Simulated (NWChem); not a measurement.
A series in which one site is exchanged, each optimised at PBE0/def2-SVP with NWChem, gas phase unless a solvent is named. def2 effective core potentials on Ag; no spin-orbit coupling.

A: [Cl][Ag] (AgCl; site = Ag)
B: [Cl][Cu] (CuCl; site = Cu)
C: [Na][Cl] (NaCl; site = Na)
D: Cl (HCl; site = H)

Values for A:

```
Item                                                Value
--------------------------------------------------  -----
orbital gap (eV), PBE0/def2-SVP                      4.23
static polarisability, PBE/def2-SVPD (bohr³)         43.6
lowest singlet excitation, PBE/def2-SVPD, TDA (eV)   2.41
```

Question: How do these values change for the other members?

Answer: 
```csv
change from A,B,C,D
"orbital gap (eV), PBE0/def2-SVP",+0.17,+0.31,+5.69
"static polarisability, PBE/def2-SVPD (bohr³)",-2.9,-8.9,-25.8
"lowest singlet excitation, PBE/def2-SVPD, TDA (eV)",-0.30,+0.72,+4.97
```
